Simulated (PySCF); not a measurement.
**Gas-phase thermal properties of H3SiPH2**

Method: PySCF energies (xtb for GFN2) plus ideal-gas RRHO corrections (1 bar). 6-31G* has spherical d functions here. All species are closed-shell singlets. B3LYP is the form with VWN-RPA correlation. The harmonic model lacks anharmonicity and excited electronic states, which grow with temperature; levels with a mode under 35 cm⁻¹ are left out. Internal rotation in H3SiPH2 is treated as a harmonic vibration of one conformer, which makes the entropy rough.

```json
[
 {"level": "B3LYP/6-31G*", "point group": "Cs", "σ": "1", "ZPE (kJ/mol)": "111.4", "S°298 (J/mol/K)": "279.6", "Cp298 (J/mol/K)": "70.2", "S°1000 (J/mol/K)": "398.6", "H1000 − H298 (kJ/mol)": "73.0"},
 {"level": "GFN2-xTB", "point group": "Cs", "σ": "1", "ZPE (kJ/mol)": "106.9", "S°298 (J/mol/K)": "283.8", "Cp298 (J/mol/K)": "74.7", "S°1000 (J/mol/K)": "406.8", "H1000 − H298 (kJ/mol)": "75.1"},
 {"level": "HF/6-31G*", "point group": "Cs", "σ": "1", "ZPE (kJ/mol)": "119.8", "S°298 (J/mol/K)": "276.8", "Cp298 (J/mol/K)": "66.5", "S°1000 (J/mol/K)": "391.4", "H1000 − H298 (kJ/mol)": "70.4"},
 {"level": "PBE/def2-SVP", "point group": "Cs", "σ": "1", "ZPE (kJ/mol)": "106.7", "S°298 (J/mol/K)": "281.2", "Cp298 (J/mol/K)": "72.6", "S°1000 (J/mol/K)": "403.1", "H1000 − H298 (kJ/mol)": "74.6"},
 {"level": "PBE0/def2-TZVP", "point group": "Cs", "σ": "1", "ZPE (kJ/mol)": "110.3", "S°298 (J/mol/K)": "279.8", "Cp298 (J/mol/K)": "71.1", "S°1000 (J/mol/K)": "399.8", "H1000 − H298 (kJ/mol)": "73.5"}
]
```
σ: rotational symmetry number. Electronic degeneracy used: 1. Frequencies are unscaled.
